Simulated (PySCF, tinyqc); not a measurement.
Inside a calculation. Method: CID on RHF in the sto-3g basis, frozen core, for HF, spin multiplicity 1. The lowest restricted solution is unstable here: a spin-polarised one lies 0.0007 hartree lower (PySCF). One step of it, computed by the program tinyqc.

Task: CID: roots. Diagonalise (each vector has its largest component positive (the first on a tie)); all determinants have Ms = 0, so triplets appear too. The lowest singlet root is the correlation energy.

Occupation strings over the orbitals (2 doubly, a alpha, b beta, 0 empty; spin orbitals ordered 1a 1b 2a 2b ...): 222220 222202 222022 220222 2ab222 2ba222 202222

H - E(HF) between determinants (hartree), lower triangle:
```
           222220     222202     222022     220222     2ab222     2ba222    202222
222220   0.000000
222202   0.029197   0.899502
222022   0.029197   0.053770   0.899502
220222   0.228730   0.035934   0.035934   0.935418
2ab222  -0.037817   0.028774   0.028774   0.072515   1.756290
2ba222   0.037817  -0.028774  -0.028774  -0.072515  -0.136559   1.756290
202222   0.091592   0.188977   0.188977   0.136559   0.101430  -0.101430  2.738097
```

Give: lowest roots of this matrix, relative to E(HF); lowest vectors; <S^2> of these roots; weight of the ground state by excitation level 0, 1, 2, ....

Result:

lowest roots of this matrix, relative to E(HF) (hartree): -0.0579  0.8457  0.8978  0.9833  1.6197  1.8771  2.8193

lowest vectors:
```
         root 1   root 2   root 3   root 4
222220   0.9732   0.0000  -0.0746   0.2127
222202  -0.0179   0.7071   0.6370   0.2880
222022  -0.0179  -0.7071   0.6370   0.2880
220222  -0.2242   0.0000  -0.4166   0.8734
2ab222   0.0288   0.0000   0.0005  -0.0641
2ba222  -0.0288   0.0000  -0.0005   0.0641
202222  -0.0206   0.0000  -0.0963  -0.1337
```

<S^2> of these roots: 0.0000  0.0000  0.0000  0.0000  2.0000  0.0000  0.0000

weight of the ground state by excitation level 0, 1, 2, ...: 0.9470  0.0000  0.0530
